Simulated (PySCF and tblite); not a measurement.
The numbers below are computed, except where a source is named.
Molecule: C₃H₇N₃, numbered as in [NH2:1][CH2:2][C@H:3]1[CH:4]=[N:5][NH:6]1; H named by carrier, a and b as here (out-of-plane angle 45°, Å):

```
N1       2.006   -0.154   -0.472
C2       0.679    0.259   -0.870
C3      -0.345    0.274    0.273
C4      -1.790    0.406   -0.052
N5      -2.107   -0.739    0.441
N6      -0.753   -1.100    0.732
H1a      2.369    0.449    0.259
H1b      1.978   -1.103   -0.114
H2a      0.738    1.264   -1.298
H2b      0.331   -0.430   -1.642
H3      -0.001    0.911    1.094
H4      -2.407    1.126   -0.553
H6      -0.693   -1.179    1.746
```

The mean out-of-plane torsion at N6 (0° is planar) is held and the rest relaxed at GFN2-xTB. Energies: PBE0/pcSseg-1 + D3(BJ), IEF-PCM cyclohexane. Couplings: B3LYP/6-31G* with H pcJ-1 N pcJ-1, gas phase, for ¹H, ¹⁵N. Programs: tblite and PySCF.

One held structure gave ¹J(N6,H6) = -60.3, ⁴J(H4,H6) = -3.0, ³J(N6,H4) = -3.2, ²J(N5,H6) = -0.1, ³J(N6,H2a) = -1.5, ³J(H3,H6) = 1.4, ²J(N6,H3) = -2.5, ²J(N5,H4) = -7.0 Hz.

At which out-of-plane angle was it held?
A. 27°
B. -27°
C. 0°
D. -45°
E. 45°

D. It lies 1.24 kcal/mol above the lowest point.
